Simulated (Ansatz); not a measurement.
**Wavefunction methods compared: HCO, doublet**

Program: Ansatz, Gaussian basis, development build; BCCD by scripts on PySCF. Settings: STO-3G; 2 core orbitals frozen; no relativity. Perturbation and coupled-cluster methods stand on the Hartree–Fock determinant that coupled cluster favours; RHF here means ROHF, with semicanonical perturbation theory. The state met can differ between shapes. Small basis; these aren't basis-limit values. The unrestricted determinant is a mixture of spins, so it may stand for another state.

Shape A. A bond is stretched, to 1.95 times the sum of the covalent radii.

| atom | x (Å) | y (Å) | z (Å) |
| --- | --- | --- | --- |
| C | 0.0000 | 0.0000 | 0.0000 |
| H | 0.0000 | 1.7204 | -1.1781 |
| O | 0.0000 | 0.0000 | 1.1760 |

Shape B. A bond is stretched, to 2.11 times the sum of the covalent radii.

```xyz
3

C     0.0000    0.0000    0.0000
H     0.0000    1.8584   -1.2726
O     0.0000    0.0000    1.1760
```

Shape C. A bond is stretched, to 2.29 times the sum of the covalent radii.

```csv
atom,x (Å),y (Å),z (Å)
C,0.0000,0.0000,0.0000
H,0.0000,0.9200,-0.6300
O,0.0000,0.0000,3.2575
```

Correlation energy of CCSD(T), then each method's total less that of CCSD(T), in eV:

```csv
case,E corr CCSD(T),CCSD,BCCD,BCCD(T),determinant
A RHF,-4.056,+0.241,+0.294,+0.002,–
A UHF,-4.034,+0.239,+0.293,+0.001,⟨S²⟩ = 0.762
B RHF,-4.040,+0.241,+0.294,+0.002,–
C UHF,-0.560,0.000,0.000,0.000,⟨S²⟩ = 2.754
```

Problem. How far does full CI lie from CCSD(T) in each case, and where is CCSD(T) within 1 kcal/mol (0.043 eV)?

Solution. A RHF: -0.028 eV (within); A UHF: -0.028 eV (within); B RHF: -0.026 eV (within); C UHF: -0.002 eV (within, spin-contaminated determinant).
